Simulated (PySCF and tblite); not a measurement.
Values are calculated unless marked as measured or tabulated.
C₃H₅Cl, numbered as in [CH2:1]=[CH:2][CH2:3][Cl:4]. The same 2 conformers on PBE0-D3(BJ)/def2-SVP geometries, with only the solvent of the single-point energies changed (functional PBE0, basis set def2-TZVP, D3(BJ) where defined; PySCF).

Torsions listed: C1–C2–C3–Cl4. Of a mirror pair one member is shown.

```
conformer  shape   symmetry  dipole D
        1   120°  C1 (pair)      1.93
        2     0°         Cs      1.85
```

Energies (kcal/mol) above conformer 1 and its weight at 298.15 K (thermal terms from GFN2-xTB):

| solvent | E(2) − E(1) | weight of 1 (%) | dipole of 1 (D) | of 2 |
| --- | --- | --- | --- | --- |
| gas phase | 0.39 | 74 | 1.93 | 1.85 |
| cyclohexane | 0.48 | 77 | 2.17 | 2.10 |
| chloroform | ? | ? | ? | ? |
| acetone | 0.57 | 79 | 2.52 | 2.50 |
| water | 0.57 | 80 | 2.56 | 2.55 |

**Question.** What does chloroform give?

**Answer.** E(2) − E(1) = 0.54 kcal/mol, weight of conformer 1 79 %, dipoles 2.37 and 2.32 D.

**Question.** How much does the choice of solvent matter?

**Answer.** The widest range is that of E(2) − E(1), which runs from 0.39 (gas phase) to 0.57 kcal/mol (water), a spread of 0.19, against RT = 0.59.
